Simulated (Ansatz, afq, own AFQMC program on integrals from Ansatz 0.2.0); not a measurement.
# Where AFQMC and coupled cluster stand for LiBr⁺, doublet

```yaml
atoms:
  - { symbol: Br, position_ang: [0.0000, 0.0000, 0.0000] }
  - { symbol: Li, position_ang: [0.0000, 0.0000, 2.5124] }
```

Basis 6-31G. Only valence electrons are correlated. AFQMC by an in-house program on the Cholesky factors that Ansatz 0.2.0 writes for its CCSD(T) run. The CISD trial takes its coefficients from CCSD amplitudes. Released means that phaseless walkers are propagated on without the constraint, phases kept. Free AFQMC starts from the CCSD state and is never constrained. Its projection time is finite, and what remains of the start isn't in its error. Error bars are statistical, one sigma. No spin–orbit coupling.

Determinant: UHF, the one that the program's search chose, which needn't be the lowest solution. The geometry is a PBE0/def2-TZVP stationary point of this or a neighbouring charge and spin state.

Full CI on the same integrals is exact in this basis and with this determinant's frozen core.

Cautions: no relativity below Rb; no spin-orbit coupling; inner d shell frozen; the ph-AFQMC/HF walk drifts between its halves (2.0 errors).

* T1 diagnostic: 0.0070
* weight of the determinant in the CISD state: 0.983
* ⟨S²⟩ of the determinant: 0.751
* size of the correlated space: 7 electrons in 23 orbitals

```
  level  correlation energy (eV)
    MP2                  -0.7312
   CCSD                  -0.8727
CCSD(T)                  -0.8838
```

(1) Estimate where full CI lies against CCSD(T) on the same integrals.

(1) 0.1 kJ/mol below CCSD(T).

Reference: full CI, correlation energy -0.885 eV. The released energy is read at 2.40 1/Eh (meV from the phaseless value at times in 1/Eh: -0.8 ± 1.0 at 0.24, -1.7 ± 0.7 at 0.51, -0.4 ± 0.7 at 0.99, -0.5 ± 0.8 at 1.62, -0.6 ± 0.9 at 2.40).

```csv
level,E − E(reference) (kJ/mol),share of correlation (%)
CCSD(T),0.1,99.84
CCSDT,-0.1,100.08
CCSDT(Q),0.0,100.03
ph-AFQMC/HF,-0.8 ± 0.9,100.89
ph-AFQMC/CISD,0.0 ± 0.09,99.99
released AFQMC,0.0 ± 0.09,100.05
free AFQMC,0.0 ± 0.09,100.06
```

CCSDT and higher add their correlation energy to the determinant of the CCSD(T) run, since their own runs factorise the integrals more tightly (a shift of under 2 meV). Free projections are given only where their last times agree within the noise and don't stop above the reference; a slow remainder of the start can still hide under it. Released energies are given only where the last usable release times agree within the noise; a slower fall can still hide under it.
